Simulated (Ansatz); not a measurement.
Cost and result for the atomization energy of `C1[SiH2][SiH2]1` (9 atoms, 9 bonds).

Cartesian coordinates in Å:
```
C -0.5176 0.0920 -0.8370
Si 0.2701 1.0657 0.5881
Si 0.2957 -1.1663 0.3270
H -1.6042 0.0857 -0.8912
H -0.0740 0.2125 -1.8231
H -0.6671 1.7328 1.5220
H 1.4386 1.9072 0.2389
H 1.4823 -1.8774 -0.2037
H -0.6237 -2.0522 1.0789
```

The species carries charge 0 and has multiplicity 1. The geometry is a stationary point of PBE0-D4/def2-TZVP. Program: Ansatz. All runs use 2 threads of an AMD EPYC 7B13 on a shared host. Times are those of one run each, without the atoms' runs, and a repeat can differ threefold. Electronic energies, without spin–orbit coupling; frozen cores. CCSD(T)/CBS adds CCSD(T) − MP2 in def2-TZVPP to the MP2 limit, and its time is that of the two runs behind it. T1 = 0.013. B3LYP takes the VWN-RPA correlation (the form of Gaussian; ORCA's B3LYP/G). HSE06 is the plane-wave form, built on full-range PBE exchange.

CCSD(T)/CBS is a level of theory with its own doubt, some kJ/mol a heavy atom from the limit and from the frozen cores, so smaller differences don't rank the functionals.

```csv
level,functions,wall time
CCSD(T)/def2-SVP,80,1.9 s
BLYP-D4/def2-TZVPP,199,2 s
BHLYP-D4/def2-TZVPP,199,2.6 s
HSE06-D4/def2-TZVPP,199,2.9 s
PBE0-D4/def2-TZVPP,199,3 s
CAM-B3LYP-D4/def2-TZVPP,199,3.2 s
PBE-QIDH/def2-TZVPP,199,4.9 s
ωB97X-V/def2-TZVPP,199,6.5 s
B3LYP-D4/def2-TZVPP (with forces),199,7 s
ωB97M-V/def2-TZVPP (with forces),199,9 s
MP2/def2-QZVPP,377,18 s
CCSD(T)/def2-TZVPP,199,31 s
CCSD(T)/CBS(def2),–,48 s
```

(1) What atomization energy does each give, and how far from CCSD(T)/CBS? (An estimate is asked.)

Results:

(1) The calculation gave: 
```tsv
level	atomization (kcal/mol)	difference from CCSD(T)/CBS	per bond
CCSD(T)/def2-SVP	640.9	-43.5	-4.8
BLYP-D4/def2-TZVPP	675.6	-8.8	-1.0
BHLYP-D4/def2-TZVPP	673.2	-11.2	-1.2
HSE06-D4/def2-TZVPP	682.1	-2.3	-0.3
PBE0-D4/def2-TZVPP	681.8	-2.6	-0.3
CAM-B3LYP-D4/def2-TZVPP	684.6	0.2	0.0
PBE-QIDH/def2-TZVPP	679.0	-5.4	-0.6
ωB97X-V/def2-TZVPP	689.8	5.4	0.6
B3LYP-D4/def2-TZVPP (with forces)	682.9	-1.5	-0.2
ωB97M-V/def2-TZVPP (with forces)	685.5	1.1	0.1
MP2/def2-QZVPP	675.7	-8.7	-1.0
CCSD(T)/def2-TZVPP	667.0	-17.4	-1.9
CCSD(T)/CBS(def2)	684.4	0.0	0.0
```

From BLYP to BHLYP (50 % exact exchange), in def2-TZVPP and without D4, the atomization energy moves by +1.4 kcal/mol. Leaving LDA and LC-ωPBE aside and taking each functional with its dispersion term where it has one, the values, not all of them listed here, spread over 17.6 kcal/mol, from BHLYP-D4 to B97M-V. LDA lies +83.2 kcal/mol from PBE without D4, its usual overbinding. At CCSD(T), def2-SVP lies −43.5 kcal/mol from the extrapolated value and def2-TZVPP −17.4 kcal/mol: correlation converges slowly with the basis, and small sets miss more of it in the bonded molecule than in its fragments.
